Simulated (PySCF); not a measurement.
# Isothiofulminic Acid (CHNS): NMR shifts in gas and solvents

Aim: compute the NMR shifts of Isothiofulminic Acid (CHNS) (`[C-]#[N+]S`), and see what a dielectric continuum does where one was used.

The runs use PySCF 2.14.0, with density-fitted response routines of our own; the level of theory stands in each step. All values are computed, except where a source is named. Atoms count from 0, in the outputs and in this text.

## Step 1: Starting geometry

4 atoms, charge 0, multiplicity 1; geometry from: GFN2-xTB. The atoms were then displaced at random by about 0.01 Å, so the start is not that level's minimum.

Bonds of the start (Å): C0–N1 1.20, N1–S2 1.67, S2–H3 1.32.

## Step 2: Optimising the geometry at PBE0-D3(BJ)/def2-TZVP

The job: settings as JSON, then the geometry in Å.

```
{"job": {"xc": "PBE0", "basis": "def2-TZVP", "d3": "d3bj", "grid": 2, "shake": 0.01, "kind": "geom"}, "charge": 0, "multiplicity": 1}
C      1.701820    -0.380980     0.738910
N      0.584350     0.022160     0.585290
S     -0.962650     0.619370     0.420490
H     -1.285530    -0.285920    -0.488150
```

On the command line:

```console
OMP_NUM_THREADS=1 python probes_run.py task.json out
```

The driver reads the jobs from task.json and runs them one after another.

Log:

```text
step   0  E = -491.37048244  max force = 0.045455
step   1  E = -491.37215271  max force = 0.004369
step   2  E = -491.37228806  max force = 0.002969
step   3  E = -491.37237305  max force = 0.002325
step   4  E = -491.37250906  max force = 0.001175
step   5  E = -491.37251480  max force = 0.000441
optimisation converged
```

Run time: 23 s. Hardware: 1 thread of Arm Neoverse N1, shared host; peak memory 0.4 GiB.

Relaxation path:

| step | energy from step 0 (eV) | largest force component (eV/Å) |
| --- | --- | --- |
| 0 | 0.0000 | 2.3374 |
| 1 | -0.0455 | 0.2247 |
| 2 | -0.0491 | 0.1527 |
| 3 | -0.0514 | 0.1196 |
| 4 | -0.0551 | 0.0604 |
| 5 | -0.0553 | 0.0227 |

Close pairs (by a distance rule), those that changed most:

| bond | before (Å) | after (Å) | change (Å) |
| --- | --- | --- | --- |
| C0–N1 | 1.198 | 1.173 | -0.025 |
| S2–H3 | 1.323 | 1.346 | +0.023 |
| N1–S2 | 1.666 | 1.645 | -0.022 |

The final coordinates are the input of the step that follows.

| at the end point | value |
| --- | --- |
| point group (found at 0.08 Å tolerance) | Cs |
| rotational constants (GHz, main isotopes) | 286.7, 6.433, 6.292 |
| dipole moment (D) | 3.26 |

## Step 3: Nuclear shieldings: PBE0/pcSseg-2

The job: settings as JSON, then the geometry in Å.

```
{"job": {"kind": "nmr", "xc": "PBE0", "basis": "pcSseg-2"}, "charge": 0, "multiplicity": 1}
C      1.696593    -0.203011     0.862462
N      0.581128     0.044701     0.598340
S     -0.970631     0.533961     0.358288
H     -1.268967    -0.400983    -0.562526
```

With the program's defaults for keys left out, this is: GIAO PBE0/pcSseg-2 NMR shielding, non-relativistic, gas phase.

Log:

```text
coarse grid: 4392 points
cycle   1  E = -491.3557764874  dE =  3.684e-01  |g| = 2.435e-01  |ddm| = 1.612e+00
cycle   2  E = -491.3478456385  dE =  7.931e-03  |g| = 2.850e-01  |ddm| = 3.955e-01
cycle   3  E = -491.3657878846  dE = -1.794e-02  |g| = 1.166e-01  |ddm| = 2.500e-01
cycle   4  E = -491.3685428042  dE = -2.755e-03  |g| = 3.030e-02  |ddm| = 6.226e-02
cycle   5  E = -491.3687364101  dE = -1.936e-04  |g| = 5.096e-03  |ddm| = 2.280e-02
cycle   6  E = -491.3687434298  dE = -7.020e-06  |g| = 1.389e-03  |ddm| = 6.107e-03
final grid: 39320 points
cycle   7  E = -491.3766699991  dE = -1.967e-05  |g| = 5.626e-03  |ddm| = 2.316e-02
cycle   8  E = -491.3766664420  dE =  3.557e-06  |g| = 6.615e-03  |ddm| = 9.526e-03
cycle   9  E = -491.3766770846  dE = -1.064e-05  |g| = 4.045e-04  |ddm| = 5.583e-03
cycle  10  E = -491.3766771154  dE = -3.083e-08  |g| = 2.250e-04  |ddm| = 4.371e-04
cycle  11  E = -491.3766771247  dE = -9.231e-09  |g| = 1.092e-04  |ddm| = 1.569e-04
cycle  12  E = -491.3766771271  dE = -2.434e-09  |g| = 1.320e-05  |ddm| = 6.426e-05
cycle  13  E = -491.3766771271  dE = -4.411e-11  |g| = 1.742e-06  |ddm| = 1.209e-05
converged SCF energy = -491.3766771271

GIAO shielding tensors (ppm)
atom      isotropic    diamagn.    paramagn.     s11        s22        s33       span
  0 C      -28.630     263.541    -292.171   -174.095   -162.173    250.380    424.475
  1 N      124.949     327.452    -202.504      0.158     14.596    360.092    359.934
  2 S      345.194    1052.358    -707.165    -80.210    314.426    801.365    881.575
  3 H       25.038      29.349      -4.311     19.938     22.736     32.439     12.501
```

It took 10 s on 1 thread of Arm Neoverse N1, shared host; peak memory 0.42 GiB.

Shifts follow as δ = σ(reference) − σ, with reference shieldings (ppm) from runs at the same level and on the same kind of geometry: ¹H TMS 31.52, ¹³C TMS 186.0, ¹⁵N NH3 263.8, ³³S CS2 513. The references are single molecules in the gas phase, so shifts against H2O, NH3, PH3, H3PO4 or CFCl3 are not on the usual liquid scales and can be off by tens of ppm.

| atoms | environment | σ (ppm) | δ (ppm) |
| --- | --- | --- | --- |
| C0 | isocyanide carbon | -28.6 | 214.7 |
| H3 | hydrogen on a sulfur bonded to N | 25.04 | 6.49 |
| N1 | isocyanide nitrogen | 124.9 | 138.8 |
| S2 | sulfur bonded to N, H | 345 | 168 |

Charges from the same density, by scheme (e):

| atoms | Mulliken | IAO | Hirshfeld | ESP fit |
| --- | --- | --- | --- | --- |
| C0 | 0.04 | -0.06 | -0.08 | -0.34 |
| N1 | -0.25 | -0.30 | -0.12 | 0.23 |
| S2 | 0.12 | 0.23 | 0.12 | -0.05 |

Mayer bond orders: C0–N1 2.40, N1–S2 0.93.

Orbitals, density, ELF and potential are computed afterwards from the orbital file.

Frontier orbitals at PBE0/pcSseg-2, with the share of their density that lies nearest to each atom:

| orbital | energy (eV) | lies on |
| --- | --- | --- |
| HOMO | -7.96 | S2 64 %; C0 16 %; N1 12 % |
| LUMO | -1.13 | S2 48 %; H3 21 %; C0 17 % |

ELF in a plane through or near 4 of the atoms.

Values, 10 rows by 14 columns:
```
0.00 0.00 0.00 0.00 0.00 0.00 0.00 0.00 0.00 0.00 0.00 0.00 0.00 0.00
0.00 0.00 0.00 0.00 0.00 0.00 0.00 0.07 0.31 0.26 0.06 0.00 0.00 0.00
0.00 0.00 0.00 0.01 0.03 0.03 0.02 0.33 0.83 0.79 0.41 0.01 0.00 0.00
0.00 0.01 0.38 0.48 0.29 0.54 0.35 0.47 0.26 0.75 0.55 0.03 0.00 0.00
0.00 0.25 0.94 0.94 0.50 0.84 0.53 0.75 0.79 0.18 0.34 0.02 0.00 0.00
0.00 0.50 0.98 0.98 0.86 0.84 0.39 0.72 0.65 0.97 0.86 0.10 0.00 0.00
0.00 0.24 0.96 0.98 0.74 0.59 0.70 0.19 0.75 1.00 0.98 0.31 0.00 0.00
0.00 0.02 0.73 0.88 0.61 0.24 0.23 0.02 0.27 0.87 0.78 0.05 0.00 0.00
0.00 0.00 0.01 0.08 0.07 0.02 0.01 0.00 0.00 0.02 0.01 0.00 0.00 0.00
0.00 0.00 0.00 0.00 0.00 0.00 0.00 0.00 0.00 0.00 0.00 0.00 0.00 0.00
```
The map spans 8.8 Å across and 6.5 Å up, centred on the molecule. Atoms in the plane (x, y in Å): C0 (-1.8, -0.2), N1 (-0.6, 0.1), S2 (0.9, 0.6), H3 (1.5, -0.6).

log10 of the density (e/Å³) in the same plane.

Values, 10 rows by 14 columns:
```
-4.0 -4.0 -4.0 -4.0 -4.0 -4.0 -3.8 -3.3 -3.1 -3.2 -3.5 -4.0 -4.0 -4.0
-4.0 -4.0 -4.0 -3.6 -3.3 -3.1 -2.7 -2.1 -1.8 -1.9 -2.3 -3.2 -4.0 -4.0
-4.0 -3.8 -3.1 -2.7 -2.4 -2.2 -1.8 -1.2 -0.8 -0.9 -1.5 -2.6 -3.6 -4.0
-3.7 -2.9 -2.0 -1.5 -1.2 -0.9 -0.7 -0.3  0.3 -0.1 -0.8 -2.1 -3.2 -4.0
-3.2 -2.3 -1.2 -0.5 -0.1  0.3  0.5  0.2  1.7  0.1 -0.7 -2.0 -3.2 -4.0
-3.1 -2.2 -1.0  0.0  2.3  0.5  0.7  0.0  0.0  0.1 -0.6 -1.9 -3.1 -4.0
-3.2 -2.4 -1.3 -0.5 -0.2 -0.4 -0.5 -1.0 -0.7 -0.2 -0.8 -2.1 -3.1 -4.0
-3.6 -2.8 -1.9 -1.3 -1.2 -1.3 -1.6 -1.9 -1.6 -1.4 -1.7 -2.6 -3.5 -4.0
-4.0 -3.6 -2.9 -2.5 -2.4 -2.5 -2.8 -3.1 -2.9 -2.7 -2.9 -3.6 -4.0 -4.0
-4.0 -4.0 -4.0 -3.7 -3.6 -3.7 -4.0 -4.0 -4.0 -4.0 -4.0 -4.0 -4.0 -4.0
```
The map spans 8.8 Å across and 6.5 Å up, centred on the molecule. Atoms in the plane (x, y in Å): C0 (-1.8, -0.2), N1 (-0.6, 0.1), S2 (0.9, 0.6), H3 (1.5, -0.6).

On the surface of density 0.002 e/bohr³ the electrostatic potential runs, from the 1st to the 99th percentile, from -1.53 V near C0 to 2.11 V near H3.

## Step 4: NMR shieldings: KT3/pcSseg-2

The job: settings as JSON, then the geometry in Å.

```
{"job": {"kind": "nmr", "xc": "KT3", "basis": "pcSseg-2", "pop": false}, "charge": 0, "multiplicity": 1}
C      1.696593    -0.203011     0.862462
N      0.581128     0.044701     0.598340
S     -0.970631     0.533961     0.358288
H     -1.268967    -0.400983    -0.562526
```

With the program's defaults for keys left out, this is: GIAO KT3/pcSseg-2 NMR shielding, non-relativistic, gas phase.

Log:

```text
coarse grid: 4392 points
cycle   1  E = -495.8527185543  dE =  3.675e-01  |g| = 2.715e-01  |ddm| = 1.661e+00
cycle   2  E = -495.8285070949  dE =  2.421e-02  |g| = 3.654e-01  |ddm| = 6.875e-01
cycle   3  E = -495.8644057566  dE = -3.590e-02  |g| = 1.478e-01  |ddm| = 4.971e-01
cycle   4  E = -495.8693374155  dE = -4.932e-03  |g| = 6.670e-02  |ddm| = 1.204e-01
cycle   5  E = -495.8702593798  dE = -9.220e-04  |g| = 1.315e-02  |ddm| = 3.924e-02
cycle   6  E = -495.8702961219  dE = -3.674e-05  |g| = 1.871e-03  |ddm| = 1.112e-02
cycle   7  E = -495.8702969546  dE = -8.328e-07  |g| = 7.349e-04  |ddm| = 2.404e-03
final grid: 39320 points
cycle   8  E = -495.8926379558  dE = -1.517e-04  |g| = 6.958e-03  |ddm| = 1.144e-01
cycle   9  E = -495.8926334505  dE =  4.505e-06  |g| = 6.367e-03  |ddm| = 6.387e-03
cycle  10  E = -495.8926365753  dE = -3.125e-06  |g| = 4.777e-03  |ddm| = 5.613e-03
cycle  11  E = -495.8926409134  dE = -4.338e-06  |g| = 1.354e-03  |ddm| = 2.829e-03
cycle  12  E = -495.8926414456  dE = -5.322e-07  |g| = 1.693e-04  |ddm| = 1.272e-03
cycle  13  E = -495.8926414539  dE = -8.280e-09  |g| = 4.596e-05  |ddm| = 1.872e-04
cycle  14  E = -495.8926414544  dE = -4.761e-10  |g| = 1.323e-05  |ddm| = 4.943e-05
converged SCF energy = -495.8926414544

GIAO shielding tensors (ppm)
atom      isotropic    diamagn.    paramagn.     s11        s22        s33       span
  0 C      -10.822     260.517    -271.339   -143.957   -136.769    248.261    392.218
  1 N      143.352     325.449    -182.097     30.400     43.637    356.019    325.618
  2 S      357.542    1054.306    -696.763    -48.728    329.792    791.563    840.291
  3 H       25.152      29.871      -4.719     19.944     22.812     32.700     12.756
```

Wall time 8.1 s (1 thread of Arm Neoverse N1, shared host); peak memory 0.48 GiB.

Key values: δ C0 194.1, N1 117.7, S2 178, H3 6.48 ppm.

## Step 5: Shielding tensors: wB97X-D/pcSseg-2

The job: settings as JSON, then the geometry in Å.

```
{"job": {"kind": "nmr", "xc": "wB97X-D", "basis": "pcSseg-2", "pop": false}, "charge": 0, "multiplicity": 1}
C      1.696593    -0.203011     0.862462
N      0.581128     0.044701     0.598340
S     -0.970631     0.533961     0.358288
H     -1.268967    -0.400983    -0.562526
```

Method: GIAO wB97X-D/pcSseg-2 NMR shielding, non-relativistic, gas phase.

Log:

```text
coarse grid: 4392 points
cycle   1  E = -491.5620454015  dE =  3.249e-01  |g| = 2.610e-01  |ddm| = 1.582e+00
cycle   2  E = -491.5723057345  dE = -1.026e-02  |g| = 1.960e-01  |ddm| = 3.241e-01
cycle   3  E = -491.5787783204  dE = -6.473e-03  |g| = 8.455e-02  |ddm| = 1.300e-01
cycle   4  E = -491.5802898376  dE = -1.512e-03  |g| = 1.980e-02  |ddm| = 5.131e-02
cycle   5  E = -491.5803908534  dE = -1.010e-04  |g| = 4.512e-03  |ddm| = 2.174e-02
cycle   6  E = -491.5803997731  dE = -8.920e-06  |g| = 1.606e-03  |ddm| = 7.820e-03
final grid: 39320 points
cycle   7  E = -491.5904687705  dE = -5.580e-05  |g| = 7.235e-03  |ddm| = 2.641e-02
cycle   8  E = -491.5904611314  dE =  7.639e-06  |g| = 9.755e-03  |ddm| = 7.576e-03
cycle   9  E = -491.5904785407  dE = -1.741e-05  |g| = 9.940e-04  |ddm| = 4.386e-03
cycle  10  E = -491.5904787406  dE = -1.998e-07  |g| = 3.101e-04  |ddm| = 9.550e-04
cycle  11  E = -491.5904787746  dE = -3.409e-08  |g| = 6.916e-05  |ddm| = 4.569e-04
cycle  12  E = -491.5904787770  dE = -2.363e-09  |g| = 1.602e-05  |ddm| = 1.526e-04
cycle  13  E = -491.5904787772  dE = -1.755e-10  |g| = 3.061e-06  |ddm| = 4.822e-05
converged SCF energy = -491.5904787772

GIAO shielding tensors (ppm)
atom      isotropic    diamagn.    paramagn.     s11        s22        s33       span
  0 C      -27.617     263.593    -291.210   -172.341   -162.257    251.748    424.089
  1 N      119.912     328.382    -208.470     -7.287      5.474    361.547    368.834
  2 S      329.746    1052.533    -722.787   -112.172    305.679    795.733    907.905
  3 H       25.177      29.396      -4.220     20.207     22.802     32.520     12.313
```

Run time: 7.3 s. Hardware: 1 thread of Arm Neoverse N1, shared host; peak memory 0.43 GiB.

Key values: δ C0 213.9, N1 142.2, S2 181, H3 6.46 ppm.

## Step 6: NMR shieldings: B97-2/pcSseg-2

The job: settings as JSON, then the geometry in Å.

```
{"job": {"kind": "nmr", "xc": "B97-2", "basis": "pcSseg-2", "pop": false}, "charge": 0, "multiplicity": 1}
C      1.696593    -0.203011     0.862462
N      0.581128     0.044701     0.598340
S     -0.970631     0.533961     0.358288
H     -1.268967    -0.400983    -0.562526
```

With the program's defaults for keys left out, this is: GIAO B97-2/pcSseg-2 NMR shielding, non-relativistic, gas phase.

Log:

```text
coarse grid: 4392 points
cycle   1  E = -491.5999987643  dE =  3.651e-01  |g| = 2.298e-01  |ddm| = 1.607e+00
cycle   2  E = -491.5930349212  dE =  6.964e-03  |g| = 2.653e-01  |ddm| = 3.998e-01
cycle   3  E = -491.6091831685  dE = -1.615e-02  |g| = 1.144e-01  |ddm| = 2.506e-01
cycle   4  E = -491.6118875313  dE = -2.704e-03  |g| = 3.227e-02  |ddm| = 6.415e-02
cycle   5  E = -491.6121054478  dE = -2.179e-04  |g| = 5.747e-03  |ddm| = 2.300e-02
cycle   6  E = -491.6121137914  dE = -8.344e-06  |g| = 1.284e-03  |ddm| = 6.388e-03
final grid: 39320 points
cycle   7  E = -491.6192849996  dE = -2.713e-05  |g| = 2.033e-03  |ddm| = 3.044e-02
cycle   8  E = -491.6192846240  dE =  3.756e-07  |g| = 1.957e-03  |ddm| = 2.626e-03
cycle   9  E = -491.6192852913  dE = -6.673e-07  |g| = 1.220e-03  |ddm| = 1.902e-03
cycle  10  E = -491.6192855989  dE = -3.076e-07  |g| = 2.936e-04  |ddm| = 6.829e-04
cycle  11  E = -491.6192856172  dE = -1.828e-08  |g| = 3.821e-05  |ddm| = 2.109e-04
cycle  12  E = -491.6192856174  dE = -2.346e-10  |g| = 1.787e-05  |ddm| = 4.433e-05
converged SCF energy = -491.6192856174

GIAO shielding tensors (ppm)
atom      isotropic    diamagn.    paramagn.     s11        s22        s33       span
  0 C      -23.710     264.364    -288.074   -165.996   -155.419    250.285    416.281
  1 N      128.508     327.273    -198.765      5.962     20.204    359.359    353.398
  2 S      343.429    1052.813    -709.384    -78.729    314.340    794.676    873.404
  3 H       25.193      29.516      -4.323     20.070     22.907     32.601     12.531
```

It took 5.5 s on 1 thread of Arm Neoverse N1, shared host; peak memory 0.43 GiB.

Key values: δ C0 209.1, N1 133.2, S2 174, H3 6.44 ppm.

## Step 7: NMR shieldings: WP04/pcSseg-2 in chloroform

The job: settings as JSON, then the geometry in Å.

```
{"job": {"kind": "nmr", "xc": "WP04", "basis": "pcSseg-2", "pop": false, "solvent": "chloroform"}, "charge": 0, "multiplicity": 1}
C      1.696593    -0.203011     0.862462
N      0.581128     0.044701     0.598340
S     -0.970631     0.533961     0.358288
H     -1.268967    -0.400983    -0.562526
```

Level: GIAO WP04/pcSseg-2 NMR shielding, non-relativistic, IEF-PCM chloroform.

Log:

```text
coarse grid: 4392 points
cycle   1  E = -497.5108937298  dE =  3.481e-01  |g| = 3.469e-01  |ddm| = 1.616e+00
cycle   2  E = -497.5048374195  dE =  6.056e-03  |g| = 3.656e-01  |ddm| = 5.667e-01
cycle   3  E = -497.5303770751  dE = -2.554e-02  |g| = 1.465e-01  |ddm| = 2.896e-01
cycle   4  E = -497.5342661081  dE = -3.889e-03  |g| = 3.833e-02  |ddm| = 7.983e-02
cycle   5  E = -497.5346238563  dE = -3.577e-04  |g| = 1.196e-02  |ddm| = 3.604e-02
cycle   6  E = -497.5346574357  dE = -3.358e-05  |g| = 9.907e-04  |ddm| = 9.453e-03
cycle   7  E = -497.5346576246  dE = -1.889e-07  |g| = 3.509e-04  |ddm| = 1.052e-03
final grid: 39320 points
cycle   8  E = -497.5463559333  dE = -2.581e-05  |g| = 2.494e-03  |ddm| = 2.777e-02
cycle   9  E = -497.5463548710  dE =  1.062e-06  |g| = 3.075e-03  |ddm| = 4.560e-03
cycle  10  E = -497.5463573737  dE = -2.503e-06  |g| = 2.820e-04  |ddm| = 2.838e-03
cycle  11  E = -497.5463573636  dE =  1.018e-08  |g| = 3.829e-04  |ddm| = 3.349e-04
cycle  12  E = -497.5463573941  dE = -3.052e-08  |g| = 3.404e-05  |ddm| = 1.833e-04
cycle  13  E = -497.5463573943  dE = -2.452e-10  |g| = 9.191e-06  |ddm| = 3.671e-05
converged SCF energy = -497.5463573943

GIAO shielding tensors (ppm)
atom      isotropic    diamagn.    paramagn.     s11        s22        s33       span
  0 C      -31.933     262.609    -294.542   -174.976   -167.870    247.047    422.024
  1 N      106.250     326.531    -220.281    -30.083    -11.568    360.401    390.484
  2 S      260.763    1056.023    -795.260   -215.227    242.520    754.995    970.222
  3 H       25.062      29.234      -4.172     20.327     22.665     32.194     11.867
```

Run time: 5.8 s. Hardware: 1 thread of Arm Neoverse N1, shared host; peak memory 0.43 GiB.

This run: δ C0 207.0, N1 143.8, S2 219, H3 6.81 ppm.

## Step 8: Shielding tensors: wB97X-D/pcSseg-2 in chloroform

The job: settings as JSON, then the geometry in Å.

```
{"job": {"kind": "nmr", "xc": "wB97X-D", "basis": "pcSseg-2", "pop": false, "solvent": "chloroform"}, "charge": 0, "multiplicity": 1}
C      1.696593    -0.203011     0.862462
N      0.581128     0.044701     0.598340
S     -0.970631     0.533961     0.358288
H     -1.268967    -0.400983    -0.562526
```

Level: GIAO wB97X-D/pcSseg-2 NMR shielding, non-relativistic, IEF-PCM chloroform.

Log:

```text
coarse grid: 4392 points
cycle   1  E = -491.5692570536  dE =  3.178e-01  |g| = 2.506e-01  |ddm| = 1.581e+00
cycle   2  E = -491.5803728231  dE = -1.112e-02  |g| = 1.670e-01  |ddm| = 2.959e-01
cycle   3  E = -491.5847382860  dE = -4.365e-03  |g| = 7.910e-02  |ddm| = 1.120e-01
cycle   4  E = -491.5860738605  dE = -1.336e-03  |g| = 1.792e-02  |ddm| = 4.968e-02
cycle   5  E = -491.5861699623  dE = -9.610e-05  |g| = 4.438e-03  |ddm| = 2.383e-02
cycle   6  E = -491.5861783820  dE = -8.420e-06  |g| = 1.444e-03  |ddm| = 8.112e-03
final grid: 39320 points
cycle   7  E = -491.5963001224  dE = -5.702e-05  |g| = 6.836e-03  |ddm| = 2.583e-02
cycle   8  E = -491.5962949327  dE =  5.190e-06  |g| = 8.727e-03  |ddm| = 6.948e-03
cycle   9  E = -491.5963087700  dE = -1.384e-05  |g| = 9.686e-04  |ddm| = 3.907e-03
cycle  10  E = -491.5963089644  dE = -1.944e-07  |g| = 2.773e-04  |ddm| = 9.382e-04
cycle  11  E = -491.5963089968  dE = -3.240e-08  |g| = 6.441e-05  |ddm| = 4.906e-04
cycle  12  E = -491.5963089991  dE = -2.357e-09  |g| = 1.679e-05  |ddm| = 1.679e-04
cycle  13  E = -491.5963089993  dE = -1.949e-10  |g| = 2.506e-06  |ddm| = 5.871e-05
converged SCF energy = -491.5963089993

GIAO shielding tensors (ppm)
atom      isotropic    diamagn.    paramagn.     s11        s22        s33       span
  0 C      -19.617     264.816    -284.433   -160.137   -150.570    251.857    411.994
  1 N      107.333     328.075    -220.742    -29.275    -11.261    362.535    391.810
  2 S      332.396    1052.591    -720.195   -113.649    296.061    814.776    928.425
  3 H       24.537      28.679      -4.142     19.753     22.164     31.695     11.942
```

Wall time 7.4 s (1 thread of Arm Neoverse N1, shared host); peak memory 0.43 GiB.

Key values: δ C0 206.7, N1 157.2, S2 178, H3 7.08 ppm.

## Step 9: Run by run: NMR shifts

Shifts (ppm), with basis size and wall time:

| run | C0 | H3 | N1 | S2 | functions | time |
| --- | --- | --- | --- | --- | --- | --- |
| PBE0/pcSseg-2 | 214.7 | 6.49 | 138.8 | 168 | 129 | 10 s |
| KT3/pcSseg-2 | 194.1 | 6.48 | 117.7 | 178 | 129 | 8.1 s |
| wB97X-D/pcSseg-2 | 213.9 | 6.46 | 142.2 | 181 | 129 | 7.3 s |
| B97-2/pcSseg-2 | 209.1 | 6.44 | 133.2 | 174 | 129 | 5.5 s |
| WP04/pcSseg-2 in chloroform | 207.0 | 6.81 | 143.8 | 219 | 129 | 5.8 s |
| wB97X-D/pcSseg-2 in chloroform | 206.7 | 7.08 | 157.2 | 178 | 129 | 7.4 s |

## Step 10: What came out

```
                                        quantity                   value
                                     point group                      Cs
            rotational constants (main isotopes)  286.67, 6.43, 6.29 GHz
          ¹³C shifts against TMS (PBE0/pcSseg-2)               214.7 ppm
           ¹H shifts against TMS (PBE0/pcSseg-2)                6.49 ppm
          ¹⁵N shifts against NH3 (PBE0/pcSseg-2)               138.8 ppm
          ³³S shifts against CS2 (PBE0/pcSseg-2)                 168 ppm
           surface potential, 1st and 99th percentile      -1.53 V and 2.11 V
range of the shift of N1 (wB97X-D/pcSseg-2 runs)      142.2 to 157.2 ppm
```

**Reading.** The optimisation took 5 steps and gained 0.055 eV; among the close pairs (by a distance rule), C0–N1 changed most, from 1.198 to 1.173 Å. At PBE0/pcSseg-2: The widest tensor belongs to S2: span 882 ppm, with a paramagnetic part of -707 ppm. At PBE0/pcSseg-2, counted by nearest atom on the grid, the HOMO lies on S2 64 %; C0 16 %, the LUMO on S2 48 %; H3 21 %. At one level, wB97X-D/pcSseg-2: In ppm, N1 moves most: its shift spreads over 15.0 ppm, from 142.2 (wB97X-D/pcSseg-2) to 157.2 (wB97X-D/pcSseg-2 in chloroform).
